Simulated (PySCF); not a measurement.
**Field gradients at the hydrogen positions**

Compound: C4H5F.
SMILES with atom numbers: `[CH:1]#[C:2][C@H:3]([CH3:4])[F:5]` (hydrogens: H6 on C1; H7 on C3; H8, H9, H10 on C4)

Geometry (PBE0-D3(BJ)/def2-SVP, Å), atoms numbered from 1 in this order:
```
atom  x, y, z in Å
C1     2.3380   -0.0286   -0.1763
C2     1.1747    0.2459    0.0110
C3    -0.2357    0.5609    0.2482
C4    -1.1357   -0.6500    0.1104
F5    -0.6535    1.5311   -0.6395
H6     3.3719   -0.2696   -0.3433
H7    -0.3295    0.9892    1.2631
H8    -1.0546   -1.0619   -0.9054
H9    -0.8517   -1.4288    0.8318
H10   -2.1787   -0.3549    0.2929
```

Level: PBE0/pcSseg-1 (PySCF, non-relativistic); Q(2H) = 0.00286 b; rigid geometry, the same for H and D, with no vibrational averaging.

**Question.** Rank these positions by the coupling χzz of a deuteron there, largest first.
A. H7 (methine hydrogen)
B. H6 (alkyne hydrogen)
C. H8 (methyl hydrogen)

**Answer.** B (229 kHz), C (195 kHz), A (179 kHz).

**Question.** Tabulate Vzz, the asymmetry η and χzz = 234.96 MHz × Q × Vzz for every hydrogen position.

**Answer.** 
```tsv
atom	bonded to	bond length (Å)	Vzz (au)	η	χzz (kHz)
H6	C1	1.075	0.3412	0.01	229
H7	C3	1.106	0.2668	0.05	179
H8	C4	1.099	0.2904	0.03	195
H9	C4	1.099	0.2916	0.04	196
H10	C4	1.099	0.2914	0.03	196
```

Geometry: PBE0-D3(BJ)/def2-SVP; no solvent, vibrations or thermal averaging. With a basis this small, the couplings can be 20 % off.

The run behind these numbers computed NMR shieldings as well. The run took 6.3 s wall on one thread, Arm Neoverse V1, shared host.
